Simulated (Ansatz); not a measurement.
A nudged elastic band was laid between two geometries of AlClH2O (5 atoms, charge 0, multiplicity 1).

Computed with RHF/cc-pVDZ (Ansatz).

```
movable images  : 5
climbing image  : yes
spring          : 5.0 eV/Å²
optimiser       : quadratic models (default)
start path      : through a guess of the saddle point
force threshold : 0.05 eV/Å
iteration limit : 60
end points      : relaxed
```

Initial state:

```xyz
5
Properties=species:S:1:pos:R:3
Al 0.493 -0.006 0.043
O 0.675 -0.155 1.728
H 0.000 -0.242 2.381
H 1.744 0.127 -0.878
Cl -1.467 -0.005 -0.793
```

Final state:

```xyz
5
Properties=species:S:1:pos:R:3
Al 0.129 0.143 -1.176
O 0.958 -0.048 0.911
H 0.361 -0.189 1.638
H 1.849 -0.094 1.231
Cl -1.851 -0.092 -0.123
```

Q: Which bonds break or form, and what moves?

A: Bonds broken: Al1–O2, Al1–H4. Bonds formed: O2–H4.

Q: Give the energies along the band, and the barrier.

A: The run converged. The highest image is number 3 of 0 to 6, 3.75 eV above the first end and 2.44 eV above the last; the last end lies 1.31 eV above the first. Neighbouring images differ by up to 2.2 eV, so the band resolves the path poorly. A vibrational analysis at the climbing image gives one clearly imaginary mode, 1971i cm⁻¹: a first-order saddle point. The orbitals stay closed-shell, which can raise the energy where a bond breaks towards radicals; this wasn't checked here.

```csv
image,path coordinate (Å),energy (eV),Al1–O2 (Å),Al1–H4 (Å),O2–H4 (Å)
0,0.00,0.00,1.70,1.56,2.83
1,0.65,0.25,1.68,1.55,2.61
2,1.30,1.60,1.69,1.56,2.03
3,1.94,3.75,1.83,1.71,1.35
4,2.54,1.88,2.10,2.18,0.97
5,3.14,1.40,2.30,2.75,0.95
6,3.73,1.31,2.25,2.97,0.95
```

Q: What is the geometry of the highest image?

A: 
```xyz
5
Properties=species:S:1:pos:R:3
Al 0.214 0.092 -0.451
O 0.755 -0.011 1.290
H 0.655 -0.349 2.177
H 1.713 -0.105 0.346
Cl -1.892 0.092 -0.879
```

The band took 16 iterations and roughly 50 core-seconds.

Run time: 50 s on 1 thread of Arm Neoverse V2, on a shared host, peak memory 0.1 GiB.
